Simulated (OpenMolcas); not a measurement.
SiO2 (silicon dioxide molecule): the energy, rung by rung

The species is SiO2 (3 atoms), meant as a singlet with charge 0. SMILES: `O=[Si]=O`. The coordinates come from a PBE0-D4/def2-TZVP relaxation.

```xyz
3

O     0.6977    1.2296    0.5188
Si    0.0000    0.0000    0.0000
O    -0.6977   -1.2296   -0.5188
```

Each level gives the energy change with the Si2–O3 bond stretched from 1.506 to 2.259 Å (eV). The values are calculated.

```csv
level,kind,program,value (eV),less FCI/STO-3G
HF/STO-3G (restricted),Hartree–Fock,OpenMolcas,1.46,-1.09
PBE/STO-3G (unrestricted),GGA,OpenMolcas,2.77,+0.22
MP2/STO-3G (restricted),perturbation theory,OpenMolcas,2.78,+0.23
"MRCI(2,2)/STO-3G",multireference,OpenMolcas,2.63,+0.08
"SC-NEVPT2(2,2)/STO-3G",multireference,OpenMolcas,2.37,-0.18
CISD/STO-3G (restricted),coupled cluster or CI,OpenMolcas,2.26,-0.29
FCI/STO-3G,exact in the basis,OpenMolcas,2.55,0.00
```

FCI/STO-3G is exact within its basis and frozen core, so for wave-function methods in that basis the difference is their error; functionals converge differently with the basis, so for them it is only a difference. The first shape isn't each level's own minimum. The values span 1.46 to 2.78 eV. Spin contamination of the reference (⟨S²⟩ at least 0.1 too high) touches PBE/STO-3G. All rows use very small basis sets, so none should be taken for the real molecule's value.
